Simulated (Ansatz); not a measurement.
A made-up structure of CH₂SSi, closed shell:

```
5
angstrom
Si 1.3072 -0.5061 0.7939
C 0.0781 -0.1949 -0.2044
S -1.1291 -0.1020 -1.4079
H -1.9785 0.0525 -0.3570
H 1.8460 0.7809 1.0580
```

It is relaxed with PBE-D4/def2-SVP and then PBE0-D4/def2-TZVP (Ansatz 0.2.0). Atoms count as bonded within 1.22 times the sum of their covalent radii (H–H: 0.88 Å). The end point is not checked to be a true minimum.

Does its bonding change? (Judge from chemistry; the calculation decides.)

Computed: No: no bond forms or breaks.

Where it ends: The first stage lowers the energy by 0.59 eV in 9 steps. It ends as CH₂SSi ([SiH][C][SH]):
Si1  (1.473, -0.658, 0.831)
C2  (0.140, -0.235, -0.148)
S3  (-1.025, -0.025, -1.245)
H4  (-2.152, 0.099, -0.484)
H5  (1.687, 0.849, 0.929)
(Å)

Labels in which every atom is bracketed show which atoms are joined, not bond orders.

For scale, one of the runs: PBE0-D4/def2-TZVP relaxation, 117 basis functions, launched by `ansatz run in.yaml --threads 2 --pin off --events-out ev --progress --plain --max-ram 4352MiB`. The run took about 10 s on 2 CPU threads of an Intel Xeon 6975P-C (shared host).
